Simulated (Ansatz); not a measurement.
Ansatz (a quantum-chemistry and plane-wave program) input (HF/6-31G*):

Ansatz 0.2 input:
```yaml
crystal:
  periodic: [false, false, false]
  atoms:
    - {symbol: C, position_ang: [-0.01918168, 0.64082399, -0.00021484]}
    - {symbol: C, position_ang: [1.12962316, -0.05883780, 0.00111902]}
    - {symbol: F, position_ang: [-1.10340496, -0.31384959, -0.00097940]}
    - {symbol: H, position_ang: [1.19672161, -1.14351623, 0.00151642]}
    - {symbol: H, position_ang: [2.07127419, 0.47624546, 0.00187304]}
basis:
  gaussian:
    orbitals: 6-31G*
hamiltonian:
  xc: {name: HF}
total_charge: -1
phonons: {temperatures: {t_min: 298.15, t_max: 298.15, t_step: 100}}
```

Output:

```
Functional definition: HF
integrals: 0.01 GiB planned
533 factors; integrals over basis functions are off by at most 4.5e-4 eV
mean field: 0.08 GiB planned
mean field evaluation 1: about -4793.5993 eV, gradient 2.4e1 eV
mean field evaluation 2: about -4793.6005 eV, gradient 2.4e1 eV
mean field evaluation 4: about -4795.0382 eV, gradient 2.8e0 eV
mean field evaluation 8: about -4795.0682 eV, gradient 3.2e-5 eV
mean field -4795.06810909 eV, -176.2155027952 hartree, gradient 2.8e-5 eV, S^2 0.000000; 0 other end points of the search recorded, 0 dependent functions left out
the calculation of the forces begins
reference -4795.06810909 eV, -176.2155027952 hartree; 12, 12 occupied and 37, 37 virtual orbitals, 533 factors
these checks for a lower state are left out or cut short: stability, starts, cluster_reference, orbital_swaps, neighbouring_geometries, increment
integrals: 0.01 GiB planned
533 factors; integrals over basis functions are off by at most 4.5e-4 eV
mean field: 0.08 GiB planned
mean field evaluation 16: about -4795.0679 eV, gradient 2.7e-6 eV
mean field -4795.06794632 eV, -176.2154968134 hartree, gradient 9.5e-7 eV, S^2 0.000000; 0 other end points of the search recorded, 0 dependent functions left out
the calculation of the forces begins
reference -4795.06794632 eV, -176.2154968134 hartree; 12, 12 occupied and 37, 37 virtual orbitals, 533 factors
these checks for a lower state are left out or cut short: stability, starts, cluster_reference, orbital_swaps, neighbouring_geometries, increment
integrals: 0.01 GiB planned
533 factors; integrals over basis functions are off by at most 4.5e-4 eV
mean field: 0.08 GiB planned
mean field -4795.06794997 eV, -176.2154969474 hartree, gradient 9.6e-7 eV, S^2 0.000000; 0 other end points of the search recorded, 0 dependent functions left out
the calculation of the forces begins
reference -4795.06794997 eV, -176.2154969474 hartree; 12, 12 occupied and 37, 37 virtual orbitals, 533 factors
these checks for a lower state are left out or cut short: stability, starts, cluster_reference, orbital_swaps, neighbouring_geometries, increment
integrals: 0.01 GiB planned
533 factors; integrals over basis functions are off by at most 4.5e-4 eV
mean field: 0.08 GiB planned
mean field evaluation 32: about -4795.0680 eV, gradient 2.8e-6 eV
mean field -4795.06804336 eV, -176.2155003795 hartree, gradient 9.9e-7 eV, S^2 0.000000; 0 other end points of the search recorded, 0 dependent functions left out
the calculation of the forces begins
reference -4795.06804336 eV, -176.2155003795 hartree; 12, 12 occupied and 37, 37 virtual orbitals, 533 factors
these checks for a lower state are left out or cut short: stability, starts, cluster_reference, orbital_swaps, neighbouring_geometries, increment
integrals: 0.01 GiB planned
533 factors; integrals over basis functions are off by at most 4.5e-4 eV
mean field: 0.08 GiB planned
mean field -4795.06804213 eV, -176.2155003345 hartree, gradient 9.9e-7 eV, S^2 0.000000; 0 other end points of the search recorded, 0 dependent functions left out
the calculation of the forces begins
reference -4795.06804213 eV, -176.2155003345 hartree; 12, 12 occupied and 37, 37 virtual orbitals, 533 factors
these checks for a lower state are left out or cut short: stability, starts, cluster_reference, orbital_swaps, neighbouring_geometries, increment
integrals: 0.01 GiB planned
533 factors; integrals over basis functions are off by at most 4.5e-4 eV
mean field: 0.08 GiB planned
mean field -4795.06786010 eV, -176.2154936450 hartree, gradient 9.6e-7 eV, S^2 0.000000; 0 other end points of the search recorded, 0 dependent functions left out
the calculation of the forces begins
reference -4795.06786010 eV, -176.2154936450 hartree; 12, 12 occupied and 37, 37 virtual orbitals, 533 factors
these checks for a lower state are left out or cut short: stability, starts, cluster_reference, orbital_swaps, neighbouring_geometries, increment
integrals: 0.01 GiB planned
533 factors; integrals over basis functions are off by at most 4.5e-4 eV
mean field: 0.08 GiB planned
mean field -4795.06785751 eV, -176.2154935499 hartree, gradient 9.6e-7 eV, S^2 0.000000; 0 other end points of the search recorded, 0 dependent functions left out
the calculation of the forces begins
reference -4795.06785751 eV, -176.2154935499 hartree; 12, 12 occupied and 37, 37 virtual orbitals, 533 factors
these checks for a lower state are left out or cut short: stability, starts, cluster_reference, orbital_swaps, neighbouring_geometries, increment
integrals: 0.01 GiB planned
533 factors; integrals over basis functions are off by at most 4.5e-4 eV
mean field: 0.08 GiB planned
mean field evaluation 64: about -4795.0680 eV, gradient 9.7e-7 eV
[...]
integrals: 0.01 GiB planned
533 factors; integrals over basis functions are off by at most 4.5e-4 eV
mean field: 0.08 GiB planned
mean field -4795.06798582 eV, -176.2154982651 hartree, gradient 9.7e-7 eV, S^2 0.000000; 0 other end points of the search recorded, 0 dependent functions left out
the calculation of the forces begins
reference -4795.06798582 eV, -176.2154982651 hartree; 12, 12 occupied and 37, 37 virtual orbitals, 533 factors
these checks for a lower state are left out or cut short: stability, starts, cluster_reference, orbital_swaps, neighbouring_geometries, increment
integrals: 0.01 GiB planned
533 factors; integrals over basis functions are off by at most 4.5e-4 eV
mean field: 0.08 GiB planned
mean field -4795.06805002 eV, -176.2155006243 hartree, gradient 9.7e-7 eV, S^2 0.000000; 0 other end points of the search recorded, 0 dependent functions left out
the calculation of the forces begins
reference -4795.06805002 eV, -176.2155006243 hartree; 12, 12 occupied and 37, 37 virtual orbitals, 533 factors
these checks for a lower state are left out or cut short: stability, starts, cluster_reference, orbital_swaps, neighbouring_geometries, increment
integrals: 0.01 GiB planned
533 factors; integrals over basis functions are off by at most 4.5e-4 eV
mean field: 0.08 GiB planned
mean field -4795.06805258 eV, -176.2155007184 hartree, gradient 9.6e-7 eV, S^2 0.000000; 0 other end points of the search recorded, 0 dependent functions left out
the calculation of the forces begins
reference -4795.06805258 eV, -176.2155007184 hartree; 12, 12 occupied and 37, 37 virtual orbitals, 533 factors
these checks for a lower state are left out or cut short: stability, starts, cluster_reference, orbital_swaps, neighbouring_geometries, increment
integrals: 0.01 GiB planned
533 factors; integrals over basis functions are off by at most 4.5e-4 eV
mean field: 0.08 GiB planned
mean field -4795.06809032 eV, -176.2155021053 hartree, gradient 9.7e-7 eV, S^2 0.000000; 0 other end points of the search recorded, 0 dependent functions left out
the calculation of the forces begins
reference -4795.06809032 eV, -176.2155021053 hartree; 12, 12 occupied and 37, 37 virtual orbitals, 533 factors
these checks for a lower state are left out or cut short: stability, starts, cluster_reference, orbital_swaps, neighbouring_geometries, increment
integrals: 0.01 GiB planned
533 factors; integrals over basis functions are off by at most 4.5e-4 eV
mean field: 0.08 GiB planned
mean field evaluation 96: about -4795.0671 eV, gradient 9.9e-2 eV
mean field -4795.06809185 eV, -176.2155021616 hartree, gradient 1.5e-6 eV, S^2 0.000000; 0 other end points of the search recorded, 0 dependent functions left out
the calculation of the forces begins
reference -4795.06809185 eV, -176.2155021616 hartree; 12, 12 occupied and 37, 37 virtual orbitals, 533 factors
these checks for a lower state are left out or cut short: stability, starts, cluster_reference, orbital_swaps, neighbouring_geometries, increment
integrals: 0.01 GiB planned
533 factors; integrals over basis functions are off by at most 4.5e-4 eV
mean field: 0.08 GiB planned
mean field -4795.06809202 eV, -176.2155021680 hartree, gradient 7.5e-6 eV, S^2 0.000000; 0 other end points of the search recorded, 0 dependent functions left out
the calculation of the forces begins
reference -4795.06809202 eV, -176.2155021680 hartree; 12, 12 occupied and 37, 37 virtual orbitals, 533 factors
these checks for a lower state are left out or cut short: stability, starts, cluster_reference, orbital_swaps, neighbouring_geometries, increment
integrals: 0.01 GiB planned
533 factors; integrals over basis functions are off by at most 4.5e-4 eV
mean field: 0.08 GiB planned
mean field -4795.06809125 eV, -176.2155021395 hartree, gradient 7.9e-6 eV, S^2 0.000000; 0 other end points of the search recorded, 0 dependent functions left out
the calculation of the forces begins
reference -4795.06809125 eV, -176.2155021395 hartree; 12, 12 occupied and 37, 37 virtual orbitals, 533 factors
these checks for a lower state are left out or cut short: stability, starts, cluster_reference, orbital_swaps, neighbouring_geometries, increment
integrals: 0.01 GiB planned
533 factors; integrals over basis functions are off by at most 4.5e-4 eV
mean field: 0.08 GiB planned
mean field -4795.06804823 eV, -176.2155005586 hartree, gradient 2.6e-6 eV, S^2 0.000000; 0 other end points of the search recorded, 0 dependent functions left out
the calculation of the forces begins
reference -4795.06804823 eV, -176.2155005586 hartree; 12, 12 occupied and 37, 37 virtual orbitals, 533 factors
these checks for a lower state are left out or cut short: stability, starts, cluster_reference, orbital_swaps, neighbouring_geometries, increment
integrals: 0.01 GiB planned
533 factors; integrals over basis functions are off by at most 4.5e-4 eV
mean field: 0.08 GiB planned
mean field -4795.06805355 eV, -176.2155007541 hartree, gradient 1.3e-6 eV, S^2 0.000000; 0 other end points of the search recorded, 0 dependent functions left out
the calculation of the forces begins
reference -4795.06805355 eV, -176.2155007541 hartree; 12, 12 occupied and 37, 37 virtual orbitals, 533 factors
these checks for a lower state are left out or cut short: stability, starts, cluster_reference, orbital_swaps, neighbouring_geometries, increment
integrals: 0.01 GiB planned
533 factors; integrals over basis functions are off by at most 4.5e-4 eV
mean field: 0.08 GiB planned
mean field evaluation 128: about -4795.0680 eV, gradient 1.7e-6 eV
mean field -4795.06801988 eV, -176.2154995169 hartree, gradient 1.7e-6 eV, S^2 0.000000; 0 other end points of the search recorded, 0 dependent functions left out
the calculation of the forces begins
reference -4795.06801988 eV, -176.2154995169 hartree; 12, 12 occupied and 37, 37 virtual orbitals, 533 factors
these checks for a lower state are left out or cut short: stability, starts, cluster_reference, orbital_swaps, neighbouring_geometries, increment
integrals: 0.01 GiB planned
533 factors; integrals over basis functions are off by at most 4.5e-4 eV
mean field: 0.08 GiB planned
mean field -4795.06801723 eV, -176.2154994194 hartree, gradient 2.2e-6 eV, S^2 0.000000; 0 other end points of the search recorded, 0 dependent functions left out
the calculation of the forces begins
reference -4795.06801723 eV, -176.2154994194 hartree; 12, 12 occupied and 37, 37 virtual orbitals, 533 factors
these checks for a lower state are left out or cut short: stability, starts, cluster_reference, orbital_swaps, neighbouring_geometries, increment
integrals: 0.01 GiB planned
533 factors; integrals over basis functions are off by at most 4.5e-4 eV
mean field: 0.08 GiB planned
mean field -4795.06808348 eV, -176.2155018539 hartree, gradient 1.7e-6 eV, S^2 0.000000; 0 other end points of the search recorded, 0 dependent functions left out
the calculation of the forces begins
reference -4795.06808348 eV, -176.2155018539 hartree; 12, 12 occupied and 37, 37 virtual orbitals, 533 factors
these checks for a lower state are left out or cut short: stability, starts, cluster_reference, orbital_swaps, neighbouring_geometries, increment
integrals: 0.01 GiB planned
533 factors; integrals over basis functions are off by at most 4.5e-4 eV
mean field: 0.08 GiB planned
mean field -4795.06808614 eV, -176.2155019517 hartree, gradient 1.6e-6 eV, S^2 0.000000; 0 other end points of the search recorded, 0 dependent functions left out
the calculation of the forces begins
reference -4795.06808614 eV, -176.2155019517 hartree; 12, 12 occupied and 37, 37 virtual orbitals, 533 factors
Total energy: -4795.06810909 eV, -176.2155027952 hartree
Atom 0 at    -0.019182     0.640824    -0.000215 Å, force    -0.000585     0.000372    -0.000001 eV/Å
Atom 1 at     1.129623    -0.058838     0.001119 Å, force     0.000456     0.002227    -0.000000 eV/Å
Atom 2 at    -1.103405    -0.313850    -0.000979 Å, force    -0.000429    -0.000426    -0.000000 eV/Å
Atom 3 at     1.196722    -1.143516     0.001516 Å, force     0.000158    -0.001441     0.000001 eV/Å
Atom 4 at     2.071274     0.476245     0.001873 Å, force     0.000399    -0.000732     0.000001 eV/Å
Dipole moment:     0.062132    -0.371645     0.000174 e Å
Vibrations: 533.56 802.55 823.34 830.16 1151.46 1465.40 1713.66 3205.03 3268.39 cm⁻¹, zero-point energy 0.855091 eV
```

The blocks after the first are displaced geometries, from whose forces the wavenumbers follow.

The dipole moment of an ion depends on the origin.
